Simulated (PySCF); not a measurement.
**Dipole moment and polarisability across levels of theory**

Acetyl chloride, C₂H₃ClO.
SMILES: `CC(=O)Cl`

PySCF, dipoles from the SCF density, polarisabilities from static response with core orbitals frozen. Isolated species at its PBE0-D3(BJ)/def2-SVP geometry, gas phase.

Reference dipole: 2.720 D (measured, gas; NIST CCCBDB Release 22 (SRD 101), experimental dipoles). The anisotropy is √(½[(α1 − α2)² + (α2 − α3)² + (α3 − α1)²]).

```json
{"level": "BHandHLYP/def2-SVPD", "μ (D)": "2.926", "error (%)": "+7.6", "α (Å³)": "6.25", "anisotropy (Å³)": "2.53"}
{"level": "CAM-B3LYP/def2-SVPD", "μ (D)": "2.856", "error (%)": "+5.0", "α (Å³)": "6.41", "anisotropy (Å³)": "2.63"}
{"level": "wB97X-D/def2-SVPD", "μ (D)": "2.869", "error (%)": "+5.5", "α (Å³)": "6.38", "anisotropy (Å³)": "2.60"}
{"level": "LC-wPBE/def2-SVPD", "μ (D)": "2.848", "error (%)": "+4.7", "α (Å³)": "6.25", "anisotropy (Å³)": "2.52"}
{"level": "PBE0/6-31G*", "μ (D)": "2.812", "error (%)": "+3.4", "α (Å³)": "4.90", "anisotropy (Å³)": "3.05"}
{"level": "PBE0/def2-SVP", "μ (D)": "2.703", "error (%)": "-0.6", "α (Å³)": "4.81", "anisotropy (Å³)": "2.68"}
{"level": "PBE0/6-31+G*", "μ (D)": "2.935", "error (%)": "+7.9", "α (Å³)": "5.70", "anisotropy (Å³)": "3.01"}
{"level": "PBE0/aug-cc-pVDZ", "μ (D)": "2.823", "error (%)": "+3.8", "α (Å³)": "6.44", "anisotropy (Å³)": "2.78"}
{"level": "PBE0/def2-TZVP", "μ (D)": "2.791", "error (%)": "+2.6", "α (Å³)": "5.83", "anisotropy (Å³)": "2.85"}
{"level": "PBE0/def2-TZVPD", "μ (D)": "2.796", "error (%)": "+2.8", "α (Å³)": "6.54", "anisotropy (Å³)": "2.76"}
{"level": "PBE0/aug-cc-pVTZ", "μ (D)": "2.804", "error (%)": "+3.1", "α (Å³)": "6.54", "anisotropy (Å³)": "2.76"}
```

For the dipole, the smallest error is 0.6% (PBE0/def2-SVP) and the largest 7.9% (PBE0/6-31+G*). The dipole runs from 2.70 D (PBE0/def2-SVP) to 2.94 D (PBE0/6-31+G*). No reference polarisability is at hand; against PBE0 in the largest diffuse basis at hand (aug-cc-pVTZ) the other PBE0 rows deviate by 6-31G* -25%, def2-SVP -26%, 6-31+G* -13%, aug-cc-pVDZ -1%, def2-TZVP -11%, def2-TZVPD 0%. In one basis (def2-SVPD) the functionals order the polarisability from BHandHLYP (lowest) to CAM-B3LYP (highest), a spread of 3%. With PBE0 the polarisability is 5.18 Å³ without diffuse functions (mean of 6-31G*, def2-SVP and def2-TZVP) and 6.30 Å³ with them (mean of 6-31+G*, aug-cc-pVDZ, def2-TZVPD and aug-cc-pVTZ). Measured values can belong to vibrating molecules and may average over conformers; the computed ones are for one fixed geometry.
